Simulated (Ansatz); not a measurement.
Mulliken charges of B₂H₄O, SMILES `BBO` from B3LYP/def2-TZVPP in Ansatz (PBE0-D4/def2-TZVP geometry).

```tsv
atom	x (Å)	y (Å)	z (Å)	charge (e)
B1	-1.003	0.183	-0.643	-0.096
B2	0.325	0.033	0.361	0.093
O3	1.392	-0.755	0.074	-0.259
H4	-1.975	-0.508	-0.517	0.043
H5	-1.081	1.050	-1.468	0.043
H6	0.330	0.663	1.398	-0.027
H7	2.074	-0.734	0.749	0.204
```

By hand: the dipole of these point charges (1 e Å = 4.8032 D).

Σ q r = (0.049, 0.037, 0.106) e Å, of length 0.122 e Å = 0.59 D.

How does the dipole of the full density compare? (Best estimate.)

Computed: (0.208, 0.019, 0.226) e Å, 1.48 D; the point charges give 0.40 times that, at 22° from its direction.

Point charges leave out the atoms' own dipoles, such as those of lone pairs, and Mulliken's split depends on the basis, so the two needn't agree.

B3LYP here is the variant with VWN-RPA as its local correlation; programs differ in this.
